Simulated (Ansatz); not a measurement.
**Property card for SrPt$_{5}$**

Level of theory: DFT r2SCAN, scalar-relativistic, plane waves, PAW (Ansatz).

Cutoff 500 eV; k points 12×12×8 on the computed 6-atom cell (Γ-centred); Gaussian smearing, width 0.10 eV; no spin polarisation.

The structure is relaxed at this level of theory with its symmetry kept. Whether it is the stable form of this composition wasn't checked.

```yaml
crystal:
  lattice:
    - [5.44644, 0.00000, 0.00000]
    - [-2.72322, 4.71675, 0.00000]
    - [0.00000, 0.00000, 4.36299]
  atoms:
    - { symbol: Sr, position: [0.00000, 0.00000, 0.00000] }
    - { symbol: Pt, position: [0.50000, 0.00000, 0.50000] }
    - { symbol: Pt, position: [0.50000, 0.50000, 0.50000] }
    - { symbol: Pt, position: [0.00000, 0.50000, 0.50000] }
    - { symbol: Pt, position: [0.33333, 0.66667, 0.00000] }
    - { symbol: Pt, position: [0.66667, 0.33333, 0.00000] }
```

* Space group: P6/mmm (No. 191)
* Volume per atom: 126.1 bohr³
* Formation energy from the elements' standard states (uncorrected): -0.596 eV/atom
* Generalised Kohn–Sham band gap: none (metal)
* Density of states at the Fermi level: 3.06 states/eV per cell
* Löwdin character within 0.5 eV of the Fermi level: Pt 5d 83 %, Pt 6s 10 %, unprojected 5 %
* Bader charges (e): Sr (1 in the cell) 1.48, Pt (3 in the cell) -0.28, Pt (2 in the cell) -0.32

Spin-orbit coupling is left out, which matters for the bands of heavy elements.

Cost: 1 run of about 6 core-minutes, on Arm Neoverse V1 (shared hosts).